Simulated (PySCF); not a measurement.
Isomers of C2H3NO and their computed core-level spectra.

Level of theory: delta-SCF UKS SCAN, pcX-2 on the ionised atom, pcseg-1 elsewhere, spin-free X2C (PySCF 2.14.0). Geometries: PBE0-D3(BJ)/def2-SVP; isolated species, one conformer each.

Line lists (1s up to Mg, 2p3/2 beyond; areas count atoms within a level, one atom standing for each set equivalent by bonding):
1. C 1s: 291.70 (area 1), 291.99 (area 1) eV; N 1s: 408.24 eV; O 1s: 538.91 eV
2. C 1s: 293.09 (area 1), 294.37 (area 1) eV; N 1s: 406.04 eV; O 1s: 538.09 eV
3. C 1s: 292.83 (area 1), 294.35 (area 1) eV; N 1s: 405.69 eV; O 1s: 538.96 eV

Structures:
A. `[H]/N=C\C=O`
B. `C=CN=O`
C. `C=NC=O`

Problem. Match each list to its structure.

Solution. 
- 1 = B: another candidate has the same counts of sites, so positions decide. C 1s: 291.70 terminal =CH2 carbon, 291.99 vinylic carbon bearing nitrogen; N 1s: 408.24 nitroso nitrogen; O 1s: 538.91 nitroso oxygen.
- 2 = C: another candidate has the same counts of sites, so positions decide. C 1s: 293.09 imine carbon, 294.37 carbonyl carbon; N 1s: 406.04 imine nitrogen; O 1s: 538.09 carbonyl oxygen.
- 3 = A: another candidate has the same counts of sites, so positions decide. C 1s: 292.83 imine carbon, 294.35 aldehyde carbon; N 1s: 405.69 imine nitrogen; O 1s: 538.96 aldehyde oxygen.

4 of these hole states are spin-contaminated (⟨S²⟩ up to 0.93, against 0.75; counted from 0.85) and less certain.
